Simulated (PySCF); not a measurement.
B$_{2}$H, quartet: the ladder up to full CI

Geometry: a point of a stretch scan, not a stationary point.

```xyz
3

B     0.0000    0.0000    0.2389
B     0.0000    0.0000   -1.6561
H     0.0000    0.0000    1.4172
```

Basis 6-31G; PySCF 2.14.0. Only valence electrons are correlated (noble-gas cores frozen), which leaves 7 electrons in 18 orbitals. Prefix R: restricted or restricted open-shell reference; prefix U: unrestricted.

Full CI is exact within this basis and frozen core; it isn't the basis-set limit. The frozen core follows each run's orbitals, which can shift R against U totals by a few meV.

The UHF ⟨S²⟩ is 3.761 and the ⟨S²⟩ of the determinant under UCCSD is 3.759. The T1 diagnostic (ROHF- or RHF-based CCSD) is 0.0412, the largest doubles amplitude (ROHF- or RHF-based CCSD) is 0.145 and the T1 diagnostic (UCCSD) is 0.0279.

```tsv
level	E − E(RHF) (eV)
RMP2	-2.1778
UMP2	-2.2053
RCCSD	-2.8483
UCCSD	-2.8516
RCCSD(T)	-2.9489
UCCSD(T)	-2.9500
```

Question: Estimate how far full CI in 6-31G lies from RCCSD(T). The table doesn't fix it; the size of (T) and the diagnostics are the guide.

Answer: Full CI in 6-31G lies 1.87 mEh below RCCSD(T), which is 51 % of the (T) step (-3.69 mEh). T1 is raised, a doubles amplitude is large, and the rest is a large part of (T). The miss exceeds 1 kcal/mol.

The other levels:

| level | E − E(full CI) (mEh) | share of correlation (%) | wall time |
| --- | --- | --- | --- |
| RCCSDT | 0.74 | 99.32 | 3.2 s |
| UCCSDT | 0.72 | 99.35 | 3.5 s |

The correlation energy at full CI, counted from RHF, is -3.000 eV. The search over symmetries took 21 s on 1 thread of Intel Xeon, shared host; the state has 331,072 determinants.

Run but not shown, since their state, orbitals or frozen core can't be matched to the reference's or they repeat it: UHF.

Times are those of the correlated step on a shared host, with one SCF added for the restricted CCSD run; they ran on 1 thread of Intel Xeon.

The full-CI state has the irrep A2 of C2v, in the program's axes (one component, if the state is degenerate).

Natural occupations of full CI about the gap: 1.964 1.928 0.996 0.957 0.957 0.059 0.059 0.042 0.017 0.006; effectively unpaired electrons, Σ n²(2−n)², 3.05.
